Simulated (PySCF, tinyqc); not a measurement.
Worked calculation: RHF in the sto-3g basis, for BH, spin multiplicity 1. The lowest restricted solution is unstable here: a spin-polarised one lies 0.0638 hartree lower (PySCF). One step of it, computed by the program tinyqc.

Problem. Iteration 2: building the Fock matrix. J_ij = sum D_kl (ij|kl), K_ij = sum D_kl (ik|jl); F = H + J - 0.5 K; E = tr D H + tr D J / 2 - 0.25 tr D K + E_nn.

D after iteration 1, order 1B 1s, 1B 2s, 1B 2px, 1B 2py, 1B 2pz, 2H 1s:
$$\begin{pmatrix}
2.156444 & -0.582886 & 0.000000 & 0.000000 & -0.061618 & 0.070651 \\
-0.582886 & 2.172454 & 0.000000 & 0.000000 & 0.208509 & -0.302368 \\
0.000000 & 0.000000 & 0.000000 & 0.000000 & 0.000000 & 0.000000 \\
0.000000 & 0.000000 & 0.000000 & 0.000000 & 0.000000 & 0.000000 \\
-0.061618 & 0.208509 & 0.000000 & 0.000000 & 0.067542 & 0.268346 \\
0.070651 & -0.302368 & 0.000000 & 0.000000 & 0.268346 & 1.902875
\end{pmatrix}$$

core Hamiltonian H = T + V (hartree), order 1B 1s, 1B 2s, 1B 2px, 1B 2py, 1B 2pz, 2H 1s:
$$\begin{pmatrix}
-12.559347 & -3.251500 & 0.000000 & 0.000000 & -0.005335 & -0.076736 \\
-3.251500 & -3.650661 & 0.000000 & 0.000000 & -0.054451 & -0.320541 \\
0.000000 & 0.000000 & -2.846782 & 0.000000 & 0.000000 & 0.000000 \\
0.000000 & 0.000000 & 0.000000 & -2.846782 & 0.000000 & 0.000000 \\
-0.005335 & -0.054451 & 0.000000 & 0.000000 & -2.873572 & -0.384728 \\
-0.076736 & -0.320541 & 0.000000 & 0.000000 & -0.384728 & -1.657753
\end{pmatrix}$$

Two-electron integrals (ij|kl) in chemists' order, unique and non-zero (hartree):
```
(11|11) 2.923513   (21|11) 0.518376   (21|21) 0.109262   (22|11) 0.744229
(22|21) 0.193177   (22|22) 0.544804   (31|31) 0.020264   (32|31) 0.029996
(32|32) 0.120346   (33|11) 0.742491   (33|21) 0.193240   (33|22) 0.544682
(33|33) 0.586773   (41|41) 0.020264   (42|41) 0.029996   (42|42) 0.120346
(43|43) 0.031630   (44|11) 0.742491   (44|21) 0.193240   (44|22) 0.544682
(44|33) 0.523513   (44|44) 0.586773   (51|51) 0.020264   (52|51) 0.029996
(52|52) 0.120346   (53|53) 0.031630   (54|54) 0.031630   (55|11) 0.742491
(55|21) 0.193240   (55|22) 0.544682   (55|33) 0.523513   (55|44) 0.523513
(55|55) 0.586773   (61|11) 0.011867   (61|21) 0.002501   (61|22) 0.004465
(61|33) 0.004445   (61|44) 0.004445   (61|51) 0.000206   (61|52) 0.000381
(61|55) 0.004508   (61|61) 0.000060   (62|11) 0.049187   (62|21) 0.013083
(62|22) 0.043523   (62|33) 0.042173   (62|44) 0.042173   (62|51) 0.001415
(62|52) 0.010209   (62|55) 0.046172   (62|61) 0.000324   (62|62) 0.006470
(63|31) 0.000951   (63|32) 0.005131   (63|53) 0.001698   (63|63) 0.000502
(64|41) 0.000951   (64|42) 0.005131   (64|54) 0.001698   (64|64) 0.000502
(65|11) 0.058381   (65|21) 0.015656   (65|22) 0.054233   (65|33) 0.051812
(65|44) 0.051812   (65|51) 0.002232   (65|52) 0.015636   (65|55) 0.059012
(65|61) 0.000397   (65|62) 0.009148   (65|65) 0.013192   (66|11) 0.238229
(66|21) 0.064157   (66|22) 0.237542   (66|33) 0.229086   (66|44) 0.229086
(66|51) 0.005321   (66|52) 0.053399   (66|55) 0.254273   (66|61) 0.001572
(66|62) 0.052874   (66|65) 0.080600   (66|66) 0.774606
```

nuclear repulsion = 1.19130394 hartree

Give: Coulomb J; exchange K; Fock matrix F; total energy of this density.

Solution.

Coulomb J (hartree), order 1B 1s, 1B 2s, 1B 2px, 1B 2py, 1B 2pz, 2H 1s:
$$\begin{pmatrix}
7.8236 & 1.5461 & 0.0000 & 0.0000 & 0.0205 & 0.0358 \\
1.5461 & 3.0555 & 0.0000 & 0.0000 & 0.1504 & 0.2942 \\
0.0000 & 0.0000 & 3.0334 & 0.0000 & 0.0000 & 0.0000 \\
0.0000 & 0.0000 & 0.0000 & 3.0334 & 0.0000 & 0.0000 \\
0.0205 & 0.1504 & 0.0000 & 0.0000 & 3.0870 & 0.3907 \\
0.0358 & 0.2942 & 0.0000 & 0.0000 & 0.3907 & 2.4793
\end{pmatrix}$$

exchange K (hartree), order 1B 1s, 1B 2s, 1B 2px, 1B 2py, 1B 2pz, 2H 1s:
$$\begin{pmatrix}
5.9392 & 1.0415 & 0.0000 & 0.0000 & 0.0014 & 0.0258 \\
1.0415 & 1.1954 & 0.0000 & 0.0000 & 0.1406 & 0.1514 \\
0.0000 & 0.0000 & 0.2712 & 0.0000 & 0.0000 & 0.0000 \\
0.0000 & 0.0000 & 0.0000 & 0.2712 & 0.0000 & 0.0000 \\
0.0014 & 0.1406 & 0.0000 & 0.0000 & 0.3574 & 0.2447 \\
0.0258 & 0.1514 & 0.0000 & 0.0000 & 0.2447 & 1.5039
\end{pmatrix}$$

Fock matrix F (hartree), order 1B 1s, 1B 2s, 1B 2px, 1B 2py, 1B 2pz, 2H 1s:
$$\begin{pmatrix}
-7.7053 & -2.2261 & 0.0000 & 0.0000 & 0.0145 & -0.0538 \\
-2.2261 & -1.1929 & 0.0000 & 0.0000 & 0.0256 & -0.1020 \\
0.0000 & 0.0000 & 0.0510 & 0.0000 & 0.0000 & 0.0000 \\
0.0000 & 0.0000 & 0.0000 & 0.0510 & 0.0000 & 0.0000 \\
0.0145 & 0.0256 & 0.0000 & 0.0000 & 0.0347 & -0.1164 \\
-0.0538 & -0.1020 & 0.0000 & 0.0000 & -0.1164 & 0.0695
\end{pmatrix}$$

total energy of this density = -24.356369 hartree
